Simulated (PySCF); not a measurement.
Species: HCF (singlet state).
Structure used (PBE0-D3(BJ)/def2-SVP), in Å, numbered top down from 1:
```
atom  x, y, z in Å
C1     0.217   -0.460    0.000
F2     0.687    0.746    0.000
H3    -0.904   -0.286    0.000
```

Level of theory: PBE0-D3(BJ)/def2-SVP geometry optimisation, gas phase (PySCF).

Masses are those of the commonest isotopes; rigid-rotor values at the optimised geometry. 

Q: What are A, B and C (MHz)?

A: Ia = 1.10, Ib = 13.47, Ic = 14.57 u·Å²; 505379 MHz·u·Å²/I gives A = 461075, B = 37508, C = 34686 MHz.

Q: Classify the top.

A: A near-prolate asymmetric top: κ = (2 × 37508 − 461075 − 34686)/(461075 − 34686) = -0.99.

Q: Which lines would a microwave search look for?

A: The dipole components are |μa| = 0.24 D, |μb| = 1.50 D, |μc| = 0.00 D; the mirror of this Cs structure is the ab plane, so μc vanishes by symmetry and there are no c-type lines. Intensities carry the squares of the components, which stand as 0.03 : 1.00 (a : b). Some lines, for components of 0.1 D or more:

```json
{"type": "a", "branch": "Q", "J(Ka,Kc)": "5(1,4) ← 5(1,5)", "MHz": "42325", "lower level (cm⁻¹)": "49.589"}
{"type": "a", "branch": "R", "J(Ka,Kc)": "2(0,2) ← 1(0,1)", "MHz": "144375", "lower level (cm⁻¹)": "2.408"}
{"type": "a", "branch": "R", "J(Ka,Kc)": "3(2,1) ← 2(2,0)", "MHz": "216640", "lower level (cm⁻¹)": "63.928"}
{"type": "a", "branch": "R", "J(Ka,Kc)": "4(0,4) ← 3(0,3)", "MHz": "288638", "lower level (cm⁻¹)": "14.447"}
{"type": "a", "branch": "R", "J(Ka,Kc)": "5(1,5) ← 4(1,4)", "MHz": "353858", "lower level (cm⁻¹)": "37.785"}
{"type": "a", "branch": "R", "J(Ka,Kc)": "5(0,5) ← 4(0,4)", "MHz": "360693", "lower level (cm⁻¹)": "24.075"}
{"type": "a", "branch": "R", "J(Ka,Kc)": "5(4,1) ← 4(4,0)", "MHz": "361005", "lower level (cm⁻¹)": "250.893"}
{"type": "a", "branch": "R", "J(Ka,Kc)": "5(3,2) ← 4(3,1)", "MHz": "361022", "lower level (cm⁻¹)": "151.664"}
{"type": "b", "branch": "Q", "J(Ka,Kc)": "3(1,2) ← 3(0,3)", "MHz": "433504", "lower level (cm⁻¹)": "14.447"}
{"type": "b", "branch": "Q", "J(Ka,Kc)": "5(1,4) ← 5(0,5)", "MHz": "446533", "lower level (cm⁻¹)": "36.106"}
{"type": "b", "branch": "Q", "J(Ka,Kc)": "3(2,1) ← 3(1,2)", "MHz": "1266546", "lower level (cm⁻¹)": "28.907"}
{"type": "b", "branch": "Q", "J(Ka,Kc)": "2(2,0) ← 2(1,1)", "MHz": "1270714", "lower level (cm⁻¹)": "21.541"}
{"type": "b", "branch": "Q", "J(Ka,Kc)": "2(2,1) ← 2(1,2)", "MHz": "1279165", "lower level (cm⁻¹)": "21.259"}
{"type": "b", "branch": "R", "J(Ka,Kc)": "2(2,0) ← 1(1,1)", "MHz": "1420746", "lower level (cm⁻¹)": "16.537"}
{"type": "b", "branch": "R", "J(Ka,Kc)": "3(2,1) ← 2(1,2)", "MHz": "1495819", "lower level (cm⁻¹)": "21.259"}
{"type": "b", "branch": "R", "J(Ka,Kc)": "5(2,4) ← 4(1,3)", "MHz": "1621792", "lower level (cm⁻¹)": "38.727"}
{"type": "b", "branch": "R", "J(Ka,Kc)": "3(3,1) ← 2(2,0)", "MHz": "2341466", "lower level (cm⁻¹)": "63.928"}
{"type": "b", "branch": "R", "J(Ka,Kc)": "3(3,0) ← 2(2,1)", "MHz": "2341480", "lower level (cm⁻¹)": "63.927"}
{"type": "b", "branch": "R", "J(Ka,Kc)": "4(3,1) ← 3(2,2)", "MHz": "2413703", "lower level (cm⁻¹)": "71.152"}
{"type": "b", "branch": "R", "J(Ka,Kc)": "5(3,3) ← 4(2,2)", "MHz": "2485745", "lower level (cm⁻¹)": "80.791"}
{"type": "b", "branch": "Q", "J(Ka,Kc)": "4(4,0) ← 4(3,1)", "MHz": "2974815", "lower level (cm⁻¹)": "151.664"}
{"type": "b", "branch": "R", "J(Ka,Kc)": "4(4,0) ← 3(3,1)", "MHz": "3263623", "lower level (cm⁻¹)": "142.031"}
{"type": "b", "branch": "R", "J(Ka,Kc)": "5(4,2) ← 4(3,1)", "MHz": "3335820", "lower level (cm⁻¹)": "151.664"}
```

No frequency check. These are rigid-rotor constants of the computed structure; measured ground-state constants (B0) also hold zero-point vibration.

Time: 5.2 s; peak memory 0.23 GiB. Hardware: one thread, Arm Neoverse N1 (aarch64), shared host with 64 logical CPUs at a one-minute load of 58. That covers the optimisation of the geometry.
